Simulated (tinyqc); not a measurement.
Worked calculation: CIS on RHF in the sto-6g basis, for HF, spin multiplicity 1. One step of it, computed by the program tinyqc.

Task: Orthogonalisation. S = U s U^T; symmetric (Loewdin) form X = U s^(-1/2) U^T, so that X^T S X = 1.

overlap S, order 1F 1s, 1F 2s, 1F 2px, 1F 2py, 1F 2pz, 2H 1s:
```
[[1.000000, 0.232479, 0.000000, 0.000000, 0.000000, 0.028675],
 [0.232479, 1.000000, 0.000000, 0.000000, 0.000000, 0.305557],
 [0.000000, 0.000000, 1.000000, 0.000000, 0.000000, 0.000000],
 [0.000000, 0.000000, 0.000000, 1.000000, 0.000000, 0.000000],
 [0.000000, 0.000000, 0.000000, 0.000000, 1.000000, 0.258922],
 [0.028675, 0.305557, 0.000000, 0.000000, 0.258922, 1.000000]]
```

Give: eigenvalues of S; X.

Result:

eigenvalues of S: [0.5683, 0.8522, 1.0000, 1.0000, 1.1249, 1.4546]

X, order 1F 1s, 1F 2s, 1F 2px, 1F 2py, 1F 2pz, 2H 1s:
```
[[1.0216, -0.1247, 0.0000, 0.0000, -0.0036, 0.0150],
 [-0.1247, 1.0627, 0.0000, 0.0000, 0.0345, -0.1737],
 [0.0000, 0.0000, 1.0000, 0.0000, 0.0000, 0.0000],
 [0.0000, 0.0000, 0.0000, 1.0000, 0.0000, 0.0000],
 [-0.0036, 0.0345, 0.0000, 0.0000, 1.0286, -0.1445],
 [0.0150, -0.1737, 0.0000, 0.0000, -0.1445, 1.0689]]
```
